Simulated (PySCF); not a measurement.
Cl: ionisation energy

Cl [Ne] 3s2 3p5 (2P) → Cl⁺ [Ne] 3s2 3p4 (3P), as a difference of total energies. All numbers are calculated (PySCF 2.14, scalar relativity by spin-free X2C-1e, in jorge-DZP-DKH (7s4p1d, 24 functions)). Correlated levels: valence: [Ne] frozen. The calculations carry no spin-orbit coupling.

| method | ionisation energy (eV) |
| --- | --- |
| UHF | 11.774 |
| PBE | 12.954 |
| M06-L | 12.937 |
| MP2 (valence) | 12.416 |
| SCS-MP2 (valence) | 12.398 |
| CCSD (valence) | 12.350 |
| CCSD(T) (valence) | 12.356 |

Task: How much does correlation contribute at CCSD(T) (valence)?

Result: 12.356 − (11.774) = 0.582 eV, measured against UHF.

Errors of the correlated levels include the incompleteness of this basis and the frozen core.

For comparison: 12.974 eV (measured; NIST levels, between the centres of gravity of the two terms).
